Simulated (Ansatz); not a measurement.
Coupled-cluster diagnostics for the cluster Si2H2⁻, Ansatz.

Geometry of the doublet (r2SCAN-D4/def2-TZVPD):

```xyz
4

Si    0.7320   -0.7457    0.3216
Si   -0.7316    0.7455   -0.3214
H     0.7558   -1.8491   -0.7378
H    -0.7561    1.8493    0.7376
```

Correlated methods freeze 10 core orbitals. At PBE0-D4/def2-TZVPD a triplet of charge 0 lies 0.28 eV below the restricted singlet at the same geometry. The structure comes from a short search, and lower isomers may exist.

Geometry of the charge -1 quartet (r2SCAN-D4/def2-TZVPD):

```xyz
4

Si    1.099    0.137   -0.617
Si   -0.566    0.309    1.091
H     0.458    0.679   -1.903
H    -0.991   -1.126    1.429
```

Q: Estimate the CCSD(T) correlation energy, the shares of MP2 and (T), T1 and the reference's ⟨S²⟩ for: charge -1, doublet, own geometry in def2-TZVPPD; charge -1, quartet, own geometry in def2-TZVPPD; charge 0, singlet, vertical in def2-TZVPPD; and the rough time on 4 threads of Intel Xeon Platinum 8259CL on a shared host.

A: 
| state | basis | correlation (eV) | MP2 share (%) | (T) share (%) | T1 | ⟨S²⟩ (pure) | wall time | remarks |
| --- | --- | --- | --- | --- | --- | --- | --- | --- |
| charge -1, doublet, own geometry | def2-TZVPPD | -7.650 | 77.2 | 6.2 | 0.081 | 1.29 (0.75) | 9 s | large T1, spin-contaminated |
| charge -1, quartet, own geometry | def2-TZVPPD | -6.882 | 79.5 | 4.9 | 0.027 | 3.83 (3.75) | 5.5 s | – |
| charge 0, singlet, vertical | def2-TZVPPD | -7.953 | 82.7 | 6.9 | 0.033 | 0.00 (0.00) | 12 s | large T1, restricted singlet, untested, stability undecided |
Customary marks for T1 are 0.02 (closed shells), 0.045 (open shells) and about 0.05 (3d metals). T1 exceeds 0.02 in 3 of 3 rows and 0.045 in 1; the higher it lies, the less the single-reference result can be trusted.
